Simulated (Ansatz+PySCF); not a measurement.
Values are calculated unless marked as measured or tabulated.
This PySCF input gave a total energy of -114.08335 hartree.

```python
from pyscf import gto, scf, cc

mol = gto.M(atom="""
C 0.000000 0.000000 -0.480990
O 0.000000 0.000000 0.619420
H 0.000000 -0.868880 -1.034720
H 0.000000 0.868880 -1.034720
""", basis='def2-svp', charge=0, spin=0)
mf = scf.RHF(mol)
mf.kernel()
mycc = cc.CCSD(mf, frozen=2).run()
et = mycc.ccsd_t()
print(mf.e_tot, mycc.e_corr, et, mycc.e_tot + et)
```

Problem. Write an input for Ansatz with the same method and basis set.

Solution.

```yaml
crystal:
  periodic: [false, false, false]
  atoms:
    - { symbol: C, position_ang: [0.0, 0.0, -0.48099] }
    - { symbol: O, position_ang: [0.0, 0.0, 0.61942] }
    - { symbol: H, position_ang: [0.0, -0.86888, -1.03472] }
    - { symbol: H, position_ang: [0.0, 0.86888, -1.03472] }
basis:
  gaussian: { orbitals: def2-SVP }
hamiltonian:
  xc: hf
correlation:
  method: ccsd_t
  frozen_orbitals: { C: 1, H: 0, O: 1 }
scf:
  omitted_lower_state_checks: [stability, starts, atomic_configurations, cluster_reference, orbital_swaps, given_window_search, neighbouring_geometries, increment]
```

Ansatz (development build ahead of 0.2.0) gave -114.08335 hartree, 0.00 meV from the first.
